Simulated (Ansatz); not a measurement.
We consider hcp Ti, described by BLYP (plane waves, PAW; Ansatz, a first-principles code).

Run with plane-wave cutoff 520 eV, 24×24×12 k mesh (along the axes of the cell as run), Fermi–Dirac smearing 0.05 eV, no spin polarisation, scalar-relativistic PAW data made under PBE.

The volume scan:

```csv
V (Å³/atom),E − E_lowest (meV/atom),P (GPa)
17.078,9.98,4.64
17.434,2.42,2.21
17.790,0.00,0.00
18.146,2.27,-2.01
18.501,8.80,-3.84
```

Task: Estimate the bulk modulus from the pressures at 17.434 and 18.146 Å³/atom, and compare it with a fit to all energies.

Result: B = −V dP/dV. Between V = 17.434 and 18.146 Å³/atom, dP/dV = (-2.01 − (2.21))/(18.146 − 17.434) = -5.93 GPa per Å³/atom; at the midpoint 17.790 Å³/atom this gives B ≈ 105 GPa. The third-order Birch–Murnaghan fit gives V0 = 17.790 Å³/atom, B0 = 105 GPa, B′ = 3.7, which lies within 1 % of that estimate.

Shape and atoms are relaxed at each volume.

Measured, for comparison: bulk modulus 108 GPa (zero-point energy and finite temperature contributions removed; as tabulated in doi:10.1021/acs.jctc.3c00612). Computed (rounded) less measured: bulk modulus -3 %.

Note: the bulk modulus comes from volumes at which shape and atoms were relaxed.

Static lattice: no zero-point or thermal effects.
